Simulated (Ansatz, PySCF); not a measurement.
NaCl, SMILES [Na][Cl]. Atoms are numbered in the order given.

```xyz
2

Na     0.0000     0.0000    -1.4352
Cl     0.0000     0.0000     0.9268
```
Charge 0, spin multiplicity 1.

Coordinates come from a PBE0-D3(BJ)/def2-TZVPD optimisation.

Two levels are set side by side: PBE-D3(BJ)/def2-TZVPD (Ansatz, a program for electronic structure) and PBE0-D3(BJ)/def2-TZVPD (Ansatz). Each level has its own optimised geometry; the coordinates shown are those of the second. Frequencies come from the Hessian of PySCF at each geometry. Differences are taken from unrounded values.

```
quantity                            PBE0-D3(BJ)  PBE-D3(BJ)  PBE-D3(BJ) minus PBE0-D3(BJ)
----------------------------------  -----------  ----------  ----------------------------
bond Na1–Cl2 (Å)                          2.362       2.373                         0.011
highest harmonic wavenumber (cm⁻¹)          361         352                            -9
mean harmonic wavenumber (cm⁻¹)             361         352                            -9
zero-point energy (kcal/mol)               0.52        0.50                         -0.01
```
